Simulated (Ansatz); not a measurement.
The pair A = C2H2 (SMILES C#C) (first 4 atoms), B = C2H2 (SMILES C#C); geometry from A24 set.
(charge 0, multiplicity 1):
```json
[
 {"atom": "C", "x (Å)": "0.0000", "y (Å)": "0.6036", "z (Å)": "-2.1817"},
 {"atom": "H", "x (Å)": "0.0000", "y (Å)": "1.6685", "z (Å)": "-2.1843"},
 {"atom": "C", "x (Å)": "0.0000", "y (Å)": "-0.6036", "z (Å)": "-2.1817"},
 {"atom": "H", "x (Å)": "0.0000", "y (Å)": "-1.6685", "z (Å)": "-2.1843"},
 {"atom": "C", "x (Å)": "0.0000", "y (Å)": "0.0000", "z (Å)": "1.5783"},
 {"atom": "H", "x (Å)": "0.0000", "y (Å)": "0.0000", "z (Å)": "0.5114"},
 {"atom": "C", "x (Å)": "0.0000", "y (Å)": "0.0000", "z (Å)": "2.7858"},
 {"atom": "H", "x (Å)": "0.0000", "y (Å)": "0.0000", "z (Å)": "3.8502"}
]
```

Cores are frozen in the correlated methods. MP2 and its Hartree–Fock in aug-cc-pVQZ, aug-cc-pVTZ are density fitted.

The values were computed with Ansatz (a program for electronic structure) with Gaussian orbitals. Values without a source in brackets are computed.

The counterpoise-corrected interaction energy is E(AB) − E(A in the pair's basis) − E(B in the pair's basis). Total energies (hartree):

```csv
level,AB,A in the pair's basis,B in the pair's basis
HF/aug-cc-pVTZ,-153.7001132,-76.8496761,-76.8496242
MP2/aug-cc-pVTZ,-154.3309185,-77.1642506,-77.1641686
HF/aug-cc-pVQZ,-153.7087694,-76.8540105,-76.8539417
MP2/aug-cc-pVQZ,-154.3739578,-77.1857275,-77.1856485
MP2/aug-cc-pVDZ,-154.1873137,-77.0927900,-77.0923867
CCSD(T)/aug-cc-pVDZ,-154.2439113,-77.1212274,-77.1207614
```

Problem. Work out the counterpoise-corrected interaction energy at the basis-set limit: extrapolate the MP2 correlation part as X⁻³, take Hartree–Fock from the larger set, and add the CCSD(T) − MP2 difference of aug-cc-pVDZ.

Solution. 
1. Differences (1 hartree = 627.509 kcal/mol): HF/aug-cc-pVTZ -0.510; MP2/aug-cc-pVTZ -1.568; HF/aug-cc-pVQZ -0.513; MP2/aug-cc-pVQZ -1.620; MP2/aug-cc-pVDZ -1.341; CCSD(T)/aug-cc-pVDZ -1.206.
2. Correlation parts, MP2 less HF: -1.058 in aug-cc-pVTZ (X = 3), -1.107 in aug-cc-pVQZ (X = 4).
3. Limit (4³·(-1.107) − 3³·(-1.058))/(4³ − 3³) = -1.143; with HF/aug-cc-pVQZ it gives -1.656.
4. CCSD(T) less MP2 in aug-cc-pVDZ: 0.135.
Result: -1.52 kcal/mol, against -1.57 at MP2/aug-cc-pVTZ. It is an estimate of this method's limit, not of the exact value.
